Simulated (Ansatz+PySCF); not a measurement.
Results of a calculation; reference values are marked as such.
Input for Ansatz (development build ahead of 0.2.0):

```yaml
crystal:
  periodic: [false, false, false]
  atoms:
    - { symbol: Si, position_ang: [0.0, 0.0, 0.0] }
    - { symbol: Cl, position_ang: [0.79031, 1.05374, 2.28142] }
basis:
  gaussian: { orbitals: STO-3G }
magnetization:
  initial_magnetization: 1
hamiltonian:
  xc: hf
correlation:
  method: ccsd_t
  frozen_orbitals: { Cl: 5, Si: 5 }
scf:
  omitted_lower_state_checks: [stability, starts, atomic_configurations, cluster_reference, orbital_swaps, given_window_search, neighbouring_geometries, increment]
```

The input is written out in the form of the current development build from the run's settings. Correlation on restricted open-shell orbitals is semicanonical, with singles.

The run gave:

```yaml
Converged: yes
Reference_energy: -740.11001 hartree
CCSD_correlation_energy: -0.03576 hartree
Triples_correction: -0.00112 hartree
Total_energy: -740.14688 hartree
Spin_squared_of_the_determinant: 0.750
T1_diagnostic: 0.019
Largest_doubles_amplitude: 0.14
Occupied_orbitals_by_symmetry_in_an_Abelian_subgroup_alpha;_beta: 9 A1 4 B1 3 B2; 9 A1 3 B1 3 B2
```
